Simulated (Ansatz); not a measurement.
System: PbO (Pbcm, No. 57). Method: PBEsol+SOC (Ansatz, a first-principles code, plane waves, PAW).

Settings: plane-wave cutoff 520 eV, 6×6×8 k mesh (along the axes of the cell as run), Fermi–Dirac smearing 0.01 eV, PAW data made under PBE.

Cell (measured lattice):

```
PbO
1.0
    5.89310     0.00000     0.00000
    0.00000     5.49040     0.00000
    0.00000     0.00000     4.75280
Pb O
4 4
Cartesian
  1.35365   5.42671   1.18820
  4.53945   0.06369   3.56460
  1.35365   2.80889   3.56460
  4.53945   2.68151   1.18820
  5.09930   0.50347   1.18820
  0.79380   4.98693   3.56460
  5.09930   2.24173   3.56460
  0.79380   3.24867   1.18820
```

Question: Estimate the band gap, smallest direct gap on the k points sampled and Γ–Γ gap that the calculation returns.

Answer: 
band gap: 1.91 eV (indirect)
smallest direct gap on the k points sampled: 2.18 eV
Γ–Γ gap: 3.23 eV

Note: cell and atoms aren't relaxed at this level (largest force component 0.07 eV/Å, pressure 0.2 GPa).
